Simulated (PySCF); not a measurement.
## Highest orbital energy against ionisation energy along the noble gases

Calculated with PySCF 2.14, no spin-orbit coupling. Each cell gives −ε(HOMO) / ΔSCF in eV; NIST values include spin-orbit coupling, (s) semi-empirical, (t) theoretical.

| species | UHF | LDA | PBE | PBE0 | r2SCAN | NIST (lowest levels) |
| --- | --- | --- | --- | --- | --- | --- |
| He (x2c-QZVPPall with one added diffuse shell each of s, p, d type, spin-free X2C) | 24.979 / 23.450 | 15.522 / 24.305 | 15.762 / 24.469 | 18.220 / 24.450 | 16.537 / 24.623 | 24.587 |
| Ne (x2c-QZVPPall with one added diffuse shell each of s, p, d, f type, spin-free X2C) | 23.124 / 19.639 | 13.533 / 22.164 | 13.327 / 21.633 | 15.977 / 21.424 | 13.963 / 21.459 | 21.565 |
| Ar (x2c-QZVPPall with one added diffuse shell each of s, p, d, f type, spin-free X2C) | 16.064 / 14.529 | 10.388 / 15.972 | 10.270 / 15.684 | 11.962 / 15.693 | 10.708 / 15.742 | 15.760 |
| Kr (x2c-QZVPPall with one added diffuse shell each of s, p, d, f type, spin-free X2C) | 14.237 / 13.033 | 9.392 / 14.323 | 9.247 / 14.020 | 10.737 / 14.062 | 9.649 / 14.135 | 14.000 |
| Xe (x2c-QZVPPall with one added diffuse shell each of s, p, d, f type, spin-free X2C) | 12.422 / 11.448 | 8.388 / 12.625 | 8.237 / 12.330 | 9.523 / 12.390 | 8.586 / 12.415 | 12.130 |

Q: How far is −ε(HOMO) from ΔSCF on average for each method, and why?

A: UHF 1.75 eV; LDA -6.43 eV; PBE -6.26 eV; PBE0 -4.32 eV; r2SCAN -5.79 eV. Hartree-Fock orbital energies lack relaxation and so exceed the ΔSCF value; semilocal functionals have convex E(N) from self-interaction, so their HOMO lies far too high; exact exchange moves hybrids part of the way back.
